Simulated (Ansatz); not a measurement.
# COSi: the cost of one run

Program: Ansatz 0.2.0, Gaussian basis. Level of theory: def2-QZVPP, core rule «outside noble gas», up to 7 orbitals frozen. These are calculated values, not measurements.

Plan: UHF; ROHF; CCSD(T) on UHF.

2 further runs of the same task are left out: 2 set aside as unsound or not needed.

**1. The system**

The geometry is a PBE0/def2-TZVP stationary point (not a proven minimum) of the parent state, kept for this charge and spin.

3 atoms, charge 1, spin multiplicity 2.

Atoms are counted from 1 here; the program's logs count them from 0.

Bond lengths: C1–Si2 1.831 Å, Si2–O3 1.514 Å. Angles: C1–Si2–O3 180.0°.

**2. UHF**

Input file in.yaml:

```yaml
crystal:
  periodic: [false, false, false]
  atoms:
    - {symbol: C, position_ang: [0.000000, 0.000000, -1.725733]}
    - {symbol: Si, position_ang: [0.000000, 0.000000, 0.105667]}
    - {symbol: O, position_ang: [0.000000, 0.000000, 1.620067]}
basis:
  gaussian: {orbitals: "def2-QZVPP.json"}
total_charge: 1
magnetization: {spin_polarized: true, initial_magnetization: 1}
hamiltonian: {xc: hf}
output: {orbitals: {seedname: orbitals}}
```

Run with:

```sh
$ ansatz run in.yaml --threads 1 --pin off --events-out ev --progress --plain --max-ram 2393MiB
```

**Question.** How long does this run take on 1 thread of Arm Neoverse V1, shared host, and how much memory does it need?

About 64 s, with a peak of 0.4 GiB.
